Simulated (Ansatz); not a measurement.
One geometry of CH$_{4}$N, SMILES `[CH2]N` radical, several functionals.

```yaml
crystal:
  periodic: [false, false, false]
  atoms:
    - {symbol: C, position_ang: [-0.319871, -0.571440, -0.195400]}
    - {symbol: N, position_ang: [0.368372, 0.544355, 0.254114]}
    - {symbol: H, position_ang: [-1.285452, -0.762973, 0.252631]}
    - {symbol: H, position_ang: [0.275150, -1.412869, -0.523592]}
    - {symbol: H, position_ang: [1.200432, 0.778588, -0.264393]}
    - {symbol: H, position_ang: [-0.196532, 1.360340, 0.430440]}
basis:
  gaussian: {orbitals: def2-TZVPP}
magnetization: {spin_polarized: true, initial_magnetization: 1}
hamiltonian: {xc: {name: wB97X-V}}
output: {orbitals: {seedname: orbitals}}
```

```sh
$ ansatz run in.yaml --threads 2 --pin off --events-out ev --progress --plain
```

It prints (some lines left out):

```
Functional definition: wB97X-V
571 factors; their error is unknown
153 factors; integrals over basis functions are off by at most 1.3e-5 eV
mean field evaluation 1: about -2587.9869 eV, gradient 2.6e1 eV
mean field evaluation 2: about -2589.0882 eV, gradient 2.1e1 eV
mean field evaluation 4: about -2590.7255 eV, gradient 8.8e-1 eV
mean field evaluation 8: about -2590.7316 eV, gradient 2.5e-1 eV
mean field evaluation 16: about -2590.7319 eV, gradient 4.2e-5 eV
mean field -2590.73185265 eV, -95.2076395237 hartree, gradient 4.2e-5 eV, S^2 0.753680; 0 other end points of the search recorded, 0 dependent functions left out
reference -2590.73185159 eV, -95.2076394849 hartree; 9, 8 occupied and 109, 110 virtual orbitals, 571 factors
Total energy: -2590.73185159 eV, -95.2076394849 hartree
```

Hardware: 2 threads of a server CPU on a shared host. Wall time 7.5 s, peak host memory 0.26 GiB.

Changing it to `hamiltonian: {xc: pbe0, dispersion: d4}` (abridged; 2.4 s):

```
Functional definition: PBE0
mean field evaluation 16: about -2588.5348 eV, gradient 4.3e-5 eV
mean field -2588.53477989 eV, -95.1268985889 hartree, gradient 4.3e-5 eV, S^2 0.754440
Total energy: -2588.57243750 eV, -95.1282824805 hartree
```

The same input with `hamiltonian: {xc: lda}` (abridged; 1.4 s):

```
Functional definition: SPW92
mean field evaluation 16: about -2568.6272 eV, gradient 1.7e-5 eV
mean field -2568.62719325 eV, -94.3953082739 hartree, gradient 1.7e-5 eV, S^2 0.751728
Total energy: -2568.62722031 eV, -94.3953092684 hartree
```

With the line `hamiltonian: {xc: {name: r2SCANh}, dispersion: d4}` (abridged; 2.9 s):

```
Functional definition: r2SCANh
mean field evaluation 16: about -2590.0014 eV, gradient 1.4e-5 eV
mean field -2590.00139812 eV, -95.1807958151 hartree, gradient 1.6e-5 eV, S^2 0.756257
Total energy: -2590.01263472 eV, -95.1812087524 hartree
```

With the line `hamiltonian: {xc: {name: B2PLYP}}` (abridged; 4.1 s):

```
Functional definition: B2PLYP
mean field evaluation 16: about -2586.0639 eV, gradient 2.3e-4 eV
mean field -2586.06387444 eV, -95.0360944887 hartree, gradient 2.2e-6 eV, S^2 0.756986
2 core orbitals not correlated: weight in the atoms' cores, before any rotation towards them, 1.000 or more for the frozen orbitals, at most 0.000 for the correlated occupied ones
second order -12.14518389 eV of doubles, -0.00000000 eV of singles
Total energy: -2589.34319629 eV, -95.1566073437 hartree
```

With the line `hamiltonian: {xc: {name: BLYP}, dispersion: d4}` (abridged; 2.5 s):

```
Functional definition: BLYP
mean field evaluation 16: about -2590.5800 eV, gradient 1.1e-4 eV
mean field -2590.57996183 eV, -95.2020576391 hartree, gradient 3.6e-5 eV, S^2 0.752698
Total energy: -2590.69028774 eV, -95.2061120414 hartree
```
